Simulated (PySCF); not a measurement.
# Mayer bond orders and bond lengths

Species: (CH3)2CHCH2F, C₄H₉F.
Atom-mapped SMILES: `[CH3:1][CH:2]([CH3:3])[CH2:4][F:5]` (hydrogens: H6, H7, H8 on C1; H9 on C2; H10, H11, H12 on C3; H13, H14 on C4)

Structure used (PBE0-D3(BJ)/def2-SVP), in Å, numbered top down from 1:
```xyz
14
C4H9F angstrom
C     -0.3128    1.3620   -0.4115
C      0.0697    0.1228    0.3905
C     -1.0640   -0.8959    0.4308
C      1.3421   -0.5027   -0.1491
F      1.1580   -0.9298   -1.4455
H     -0.4977    1.0957   -1.4634
H      0.4877    2.1183   -0.3925
H     -1.2266    1.8274   -0.0127
H      0.3031    0.4320    1.4265
H     -1.2850   -1.2627   -0.5832
H     -1.9839   -0.4518    0.8400
H     -0.8029   -1.7663    1.0531
H      2.1719    0.2258   -0.1433
H      1.6396   -1.3748    0.4593
```

Bond orders from the PBE0/pcSseg-1 density (PySCF). One conformer (not necessarily the lowest) at the PBE0-D3(BJ)/def2-SVP geometry, without solvent, vibrations or thermal averaging.

Task: Where do the orders between heavy atoms depart from those drawn in the SMILES?

Result: The largest departure is 0.116, at C4–F5 (drawn single, 0.884).

Task: Set the Mayer orders of the bonds between heavy atoms beside their lengths.

Result: 
| bond | drawn as | length (Å) | Mayer order |
| --- | --- | --- | --- |
| C1–C2 | single | 1.525 | 1.018 |
| C2–C3 | single | 1.525 | 1.018 |
| C2–C4 | single | 1.517 | 1.017 |
| C4–F5 | single | 1.377 | 0.884 |

Task: And the bonds to hydrogen?

Result: C–H: 0.94 to 0.97 (9 bonds).

Task: Sum the orders of all bonds at each heavy atom with more than one neighbour and set the sums beside the valence in the SMILES.

Result: C1 3.914 (drawn 4), C2 3.990 (drawn 4), C3 3.914 (drawn 4), C4 3.805 (drawn 4). Orders between atoms that aren't bonded are not in these sums.

The Mayer order sums products of elements of PS (density times overlap matrix) between the two atoms' basis functions, so it depends on the basis set.
